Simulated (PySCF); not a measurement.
Species: trans-2-hexene, C6H12.
SMILES with atom numbers: `[CH3:1]/[CH:2]=[CH:3]/[CH2:4][CH2:5][CH3:6]` (hydrogens: H7, H8, H9 on C1; H10 on C2; H11 on C3; H12, H13 on C4; H14, H15 on C5; H16, H17, H18 on C6)

Structure used (PBE0-D3(BJ)/def2-SVP), in Å, numbered top down from 1:
```
atom  x, y, z in Å
C1     2.9822    0.4849   -0.0580
C2     1.7160   -0.0873   -0.6024
C3     0.6608   -0.4651    0.1256
C4    -0.6122   -1.0369   -0.4135
C5    -1.8490   -0.2009   -0.0720
C6    -1.8426    1.1813   -0.7040
H7     3.8506   -0.1440   -0.3179
H8     2.9468    0.5790    1.0377
H9     3.1847    1.4838   -0.4801
H10    1.6623   -0.2063   -1.6934
H11    0.7082   -0.3431    1.2176
H12   -0.7522   -2.0542   -0.0049
H13   -0.5312   -1.1503   -1.5086
H14   -2.7498   -0.7527   -0.3898
H15   -1.9266   -0.1071    1.0260
H16   -2.7388    1.7569   -0.4267
H17   -1.8157    1.1147   -1.8040
H18   -0.9588    1.7590   -0.3913
```

The closed-shell ground state was solved at several levels (PySCF, density fitting, gas phase, non-relativistic).

```csv
level,basis functions,total energy (Eh),HOMO (eV),LUMO (eV),gap (eV),dipole (D)
B3LYP/pcJ-1,282,-235.8747,-6.68,0.41,7.09,0.05
PBE0/pcSseg-1,162,-235.5221,-6.91,0.64,7.55,0.07
KT2/pcSseg-1,162,-239.9611,-5.82,-0.40,5.42,0.10
```

Q: Estimate the row for CAM-B3LYP/def2-SVPD, a basis of 216 functions; the other rows only guide the guess.

A: Total energy -235.5417 Eh, HOMO -8.23 eV, LUMO 1.45 eV, gap 9.68 eV, dipole 0.03 D.

Q: Over all these levels, which gives the widest orbital gap and which the narrowest?

A: CAM-B3LYP/def2-SVPD (range-separated hybrid) has the widest, 9.68 eV, and KT2/pcSseg-1 (GGA) the narrowest, 5.42 eV. Functional and basis both differ between the two, so the spread mixes both effects.

Q: How far do the dipole and the HOMO energy spread over the levels?

A: The dipole runs from 0.03 to 0.10 D (mean 0.06 D) and the HOMO from -8.23 to -5.82 eV.

One conformer stands for the species.
